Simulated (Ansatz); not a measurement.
# Al2F (sextet): wave-function methods side by side, def2-TZVPP

An exercise on one series of results from a longer session: the logs are not shown, and one member is left open.

Program: Ansatz 0.2.0, Gaussian basis. Level of theory: def2-TZVPP, core rule «outside noble gas», up to 11 orbitals frozen. These are calculated values, not measurements.

The runs, in order: UHF; ROHF; CCSD(T) on UHF.

**What is computed**

The geometry is a PBE0/def2-TZVP stationary point (not a proven minimum) of the parent state, kept for this charge and spin.

3 atoms, charge 0, spin multiplicity 6.

Atoms are counted from 1 here; the program's logs count them from 0.

Bond lengths: Al1–Al2 2.338 Å, Al2–F3 1.647 Å. Angles: Al1–Al2–F3 180.0°.

Set-up of the first run:

Contents of in.yaml:

```yaml
crystal:
  periodic: [false, false, false]
  atoms:
    - {symbol: Al, position_ang: [0.000000, 0.000000, 2.107800]}
    - {symbol: Al, position_ang: [0.000000, 0.000000, -0.230400]}
    - {symbol: F, position_ang: [0.000000, 0.000000, -1.877400]}
basis:
  gaussian: {orbitals: def2-TZVPP}
magnetization: {spin_polarized: true, initial_magnetization: 5}
hamiltonian: {xc: hf}
output: {orbitals: {seedname: orbitals}}
```

Launch:

```
$ ansatz run in.yaml --threads 1 --pin off --events-out ev --progress --plain --max-ram 4096MiB --backend cpu
```

Among the steps run: UHF; ROHF; CCSD(T) on UHF.

One of the session's tables, all rows but one given; the rest of the session is left out.

| method | from UCCSD(T) (kcal/mol) |
| --- | --- |
| ROHF | ? |
| UHF | +210.47 |
| UMP2 | +13.12 |
| UCCSD | +6.73 |
| UCCSD(T) | 0 |

Estimate the missing values for ROHF.

As computed: from UCCSD(T) (kcal/mol): +211.04. In the column «from UCCSD(T) (kcal/mol)» it is the highest.
